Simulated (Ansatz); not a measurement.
BH5SSi, SMILES BS[SiH3], the energy of protonation at one site

Program: Ansatz's Python interface.

`bh5ssi.xyz`
```text
8

B    -1.09450    0.94640   -0.67500
S    -1.30950   -0.74290    0.03130
Si    0.74940   -0.82390    0.51270
H    -0.81240    1.14460   -1.83450
H    -1.28710    1.92810   -0.00980
H     1.11330    0.27440    1.46240
H     1.61330   -0.68070   -0.69260
H     1.11960   -2.10300    1.14970
```

Notebook, run cell by cell (the value of a cell's last expression is shown):

In [1]:
```python
import ansatz
import numpy as np
```

In [2]:
```python
mol = ansatz.Crystal.molecule_from_extxyz('bh5ssi.xyz')
```

In [3]:
```python
base = (
    mol.calculation()
    .basis(gaussian='def2-SVP')  # atom-centred Gaussian functions
    .correlation('MP2')
    .accuracy('medium')
    .scf(lower_state_search='standard')
)
symbols = [site.symbol for site in mol.cartesian_sites]
start = np.array([site.position_ang for site in mol.cartesian_sites], dtype=float)
data = base.relax(force_tolerance=0.01, max_steps=100).run(threads=1, pin='off').report
end = np.array(data['positions_ang'])
```

In [4]:
```python
# put the proton on the side away from the neighbours, slightly off axis
away = sum((end[1] - end[j]) / np.linalg.norm(end[1] - end[j]) for j in [0, 2]) + np.array([0.15, 0.1, -0.2])
proton = end[1] + 1.4 * away / np.linalg.norm(away)
acid = ansatz.Crystal.molecule()
for symbol, place in zip(symbols, end):
    acid = acid.atom(symbol, place.tolist())
acid = acid.atom('H', proton.tolist())
protonated = acid.calculation()
protonated = protonated.basis(gaussian='def2-SVP')
protonated = protonated.correlation('MP2')
protonated = protonated.accuracy('medium')
protonated = protonated.scf(lower_state_search='standard')
protonated = protonated.charge(1)
protonated = protonated.relax(force_tolerance=0.01, max_steps=80)
after = protonated.run(threads=1, pin='off').report
xyz = np.array(after['positions_ang'])
reach = np.linalg.norm(xyz[:-1] - xyz[-1], axis=1)
print(f'base {data["free_energy_ev"]:.5f} eV, protonated {after["free_energy_ev"]:.5f} eV')
print(f'the proton ends {reach.min():.3f} A from {symbols[reach.argmin()]}{reach.argmin()}')
print(f'electronic proton affinity {96.485332 * (data["free_energy_ev"] - after["free_energy_ev"]):.1f} kJ/mol')
```
```text
base -19433.63485 eV, protonated -19441.55896 eV
the proton ends 1.347 A from S1
electronic proton affinity 764.6 kJ/mol
```

Reading the output:
- These settings explore the input space; basis and method may be short of convergence.
- The proton is put on one chosen atom, which needn't be the most basic site, so the molecule's proton affinity can be higher; the ends are stationary points, not checked by frequencies, and zero-point and thermal terms count only where printed.
- Wall time of the script: 73 s on 1 thread of Arm Neoverse V2, with other jobs on the host, peak memory 0.24 GiB.
